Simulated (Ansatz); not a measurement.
System: rock-salt HfC. Method: Hartree–Fock (plane waves, PAW; Ansatz, a quantum-chemistry and plane-wave program).

Settings: plane-wave cutoff 460 eV, 10×10×10 k mesh, Fermi–Dirac smearing 0.05 eV, scalar-relativistic PAW data made under PBE.

Cell (relaxed at this level):

```cif
data_C4Hf4
_chemical_formula_sum 'Hf4 C4'
_space_group_name_H-M_alt 'Fm-3m'
_space_group_IT_number 225
_space_group_name_Hall '-F 4 2 3'
_cell_length_a 4.75602
_cell_length_b 4.75602
_cell_length_c 4.75602
_cell_angle_alpha 90.000
_cell_angle_beta 90.000
_cell_angle_gamma 90.000
loop_
_atom_site_label
_atom_site_type_symbol
_atom_site_symmetry_multiplicity
_atom_site_Wyckoff_symbol
_atom_site_fract_x
_atom_site_fract_y
_atom_site_fract_z
_atom_site_occupancy
Hf1 Hf 4 a 0.00000 0.00000 0.00000 1
C1 C 4 b 0.50000 0.50000 0.50000 1
```
(The calculation used a cell of 2 atoms; values per cell refer to that cell.)

Problem. Predict the bulk modulus B0 and pressure derivative B′ of the bulk modulus.

Solution. 
bulk modulus B0: 239 GPa
pressure derivative B′ of the bulk modulus: 3.8

Measured, for comparison: bulk modulus 242 GPa (room temperature, not corrected to a static lattice, our sources range from 242 to 286; as tabulated in Synthesis of Binary Transition Metal Nitrides, Carbides and Borides from the …). Computed (rounded) less measured: bulk modulus not scored (sources differ).

Spin–orbit coupling is not included.

Computed values are for the static lattice.

The result took around 29 core-minutes (rough).
